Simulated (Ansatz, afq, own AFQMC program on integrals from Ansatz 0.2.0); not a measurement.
Two steps: Ansatz 0.2.0 writes the Fock matrix and Cholesky factors of the valence space, and afq projects on them the lowest state that overlaps trial and start.

```yaml
crystal:
  periodic: [false, false, false]
  atoms:
    - {symbol: B, position_ang: [-0.114887, 0.000009, 0.089052]}
    - {symbol: H, position_ang: [0.311423, 0.539087, -0.991887]}
    - {symbol: H, position_ang: [0.609492, -0.000048, 1.028622]}
    - {symbol: H, position_ang: [0.311340, -0.539134, -0.991888]}
basis:
  gaussian: {orbitals: aug-cc-pVDZ}
magnetization: {spin_polarized: true, initial_magnetization: 2}
correlation: {method: ccsd_t, electrons: outside_noble_gas, hamiltonian_folder: ham}
```

```sh
$ ansatz run in.yaml --threads 1 --pin off --events-out ev --progress --plain --max-ram 24576MiB --backend cuda --devices 0, --max-vram 18GiB
```

afq runs on the folder ham with

```
--method free --trial cisd --walkers 4000 --time-step 0.03 --max-blocks 4000 --target-error 0.0003 --factor-cut 1e-05 --seed 3759 --times 0,0.3,0.6,1.2,1.8,2.4,3.6,4.8,6 --taylor-order 8
```

Times are imaginary, in 1/Eh. The walk had a cap of 75 s.

afq prints:

```
orbitals 49  electrons 4 2  factors 399 of 480
reference energy -26.26232272 Eh
CCSD correlation -0.11013746 Eh in 10 cycles, weight of the determinant in the CISD state 0.9414
repeat  energy at the last time / Eh  error
    10  -26.375597  0.000043
    20  -26.375543  0.000042
    30  -26.375518  0.000031
time / (1/Eh)  energy / Eh  error  mean overlap
  0.00  -26.372458  0.000006  1.0623
  0.30  -26.374136  0.000010  1.0620
  0.60  -26.374814  0.000013  1.0618
  1.20  -26.375270  0.000013  1.0603
  1.80  -26.375378  0.000019  1.0620
  2.40  -26.375461  0.000015  1.0615
  3.60  -26.375525  0.000025  1.0585
  4.80  -26.375501  0.000026  1.0614
  6.00  -26.375509  0.000031  1.0602
energy -26.375509 +/- 0.000031 Eh
```

The run passed its tests (error under three times the target), which doesn't prove that it has relaxed.

Against this walk (error 0.9 meV) on the same determinant: CCSD(T) 17.9 meV higher, CCSDT(Q) 0.5 meV higher (within the noise). The error is statistical, and a free projection of finite length keeps a remainder of its start.

Cautions: remainder of the start not in the error; lower spins were not checked.

The walk took 40 s on 1 × NVIDIA H100 80GB HBM3 with 2 threads of AMD EPYC 7R13 Processor (Zen 3), with other jobs on the host (the card was shared). The log's last line is the free-projection energy.

CCSDT and higher add their correlation energy to the determinant of the CCSD(T) run, since their own runs factorise the integrals more tightly (a shift of under 2 meV). A walk keeps the symmetry of its determinant, which the program's search chose and which needn't be the lowest solution, so a lower state of the same spin and another symmetry isn't excluded.
